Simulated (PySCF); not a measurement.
## What PySCF settings do for ClH7

Base input, run as `OMP_NUM_THREADS=1 python input.py` with PySCF 2.14:

```python
from pyscf import gto, scf, cc

mol = gto.M(
    atom='Cl -0.0557 0.0138 0.0946; H 0.2382 -0.131 1.327; H 1.0009 1.1589 0.0993; H -1.1363 1.0091 0.5984; H -1.057 -1.1603 0.326; H 1.0881 -1.0118 -0.177; H 1.1683 -0.391 -2.5608; H 0.6454 0.0281 -2.8929',
    basis='def2-svp',
    charge=0,
    spin=0,
    symmetry=True,
    verbose=4,
)
mf = scf.RHF(mol)
mf.kernel()
mycc = cc.CCSD(mf)
mycc.kernel()
e = mycc.eaccsd(nroots=6)[0]
print('roots (eV) =', (e*27.211386).round(3))
mf.dip_moment()
print('orbital energies (hartree):', mf.mo_energy[..., max(0, mol.nelec[1]-3):mol.nelec[0]+3].round(4))
```

Base result: E(SCF) = -462.871740 Eh, 9 cycles, E(CCSD) − E(SCF) = -0.33883 Eh, μ(SCF) = 1.34 D, attachment roots 1.433, 2.627, 2.709, 5.151, 7.226, 7.236 eV. Positive EA roots mean that the added electron is unbound.

Run time: 13 s on 1 thread of Arm Neoverse N1 (shared host), peak memory 0.19 GiB.

Each row names what differs from the base; energies in brackets are changes from the base.

| change | result | wall time (s) |
| --- | --- | --- |
| geometry: coordinates × 1 → coordinates × 0.88 [positive roots are unbound] | E(SCF) = -462.812422 Eh (+1.6141 eV), 9 cycles, E(CCSD) − E(SCF) = -0.31889 Eh, μ(SCF) = 1.01 D, attachment roots 2.707, 3.950, 4.157, 5.814, 9.295, 9.468 eV | 14 |
| geometry: coordinates × 1 → coordinates × 1.07 [positive roots are unbound] | E(SCF) = -462.855056 Eh (+0.4540 eV), 9 cycles, E(CCSD) − E(SCF) = -0.35644 Eh, μ(SCF) = 1.59 D, attachment roots 0.653, 1.899, 1.951, 4.835, 5.732, 5.757 eV | 14 |
| geometry: coordinates × 1 → coordinates × 1.25 [positive roots are unbound] | E(SCF) = -462.740908 Eh (+3.5601 eV), 10 cycles, E(CCSD) − E(SCF) = -0.42609 Eh, μ(SCF) = 2.32 D, attachment roots -1.029, 0.781, 0.818, 2.484, 2.507, 3.710 eV | 14 |
| SCF type: RHF → ROHF [positive roots are unbound] | E(SCF) = -462.871740 Eh (+0.0000 eV), 9 cycles, E(CCSD) − E(SCF) = -0.33883 Eh, μ(SCF) = 1.34 D, attachment roots 1.433, 1.433, 2.627, 2.627, 2.709, 2.709 eV | 39 |
| Cartesian functions: off → on [positive roots are unbound] | E(SCF) = -462.876944 Eh (-0.1416 eV), 9 cycles, E(CCSD) − E(SCF) = -0.34527 Eh, μ(SCF) = 1.33 D, attachment roots 1.426, 2.622, 2.704, 5.147, 7.230, 7.240 eV | 13 |
| basis set: def2-svp → 6-311g**; step after the SCF: eomea → mp2 | E(SCF) = -463.037796 Eh (-4.5186 eV), 10 cycles, E(MP2) − E(SCF) = -0.34420 Eh, μ(SCF) = 0.96 D | 1.9 |
| geometry: coordinates × 1 → coordinates × 0.3 [unsound on purpose] [an earlier cycle lay lower, so not the lowest solution of its kind] [positive roots are unbound] | E(SCF) = -443.421752 Eh, E(CCSD) − E(SCF) = -0.32539 Eh, μ(SCF) = 3.03 D, attachment roots 2.671, 3.023, 5.127, 5.462, 6.514, 6.739 eV | 25 |
| basis set: def2-svp → jorge-dzp-dkh; spin-free X2C: off → on [positive roots are unbound] | E(SCF) = -464.430751 Eh, 10 cycles, E(CCSD) − E(SCF) = -0.38584 Eh, μ(SCF) = 1.14 D, attachment roots 1.122, 2.342, 2.426, 4.806, 6.619, 6.632 eV | 20 |
| step after the SCF: eomea → tdhf; number of roots: 6 → 3 | E(SCF) = -462.871740 Eh (+0.0000 eV), 9 cycles, μ(SCF) = 1.34 D, first singlet excitations without spin–orbit coupling 3.77, 4.82, 5.03 eV | 7.8 |

**Question.** Order these changes by how far they move the SCF energy from the base, largest first: (1) Cartesian functions: off → on; (2) geometry: coordinates × 1 → coordinates × 0.88; (3) geometry: coordinates × 1 → coordinates × 1.07; (4) geometry: coordinates × 1 → coordinates × 1.25.

**Answer.** (4) +3.5601 eV, (2) +1.6141 eV, (3) +0.4540 eV, (1) -0.1416 eV.
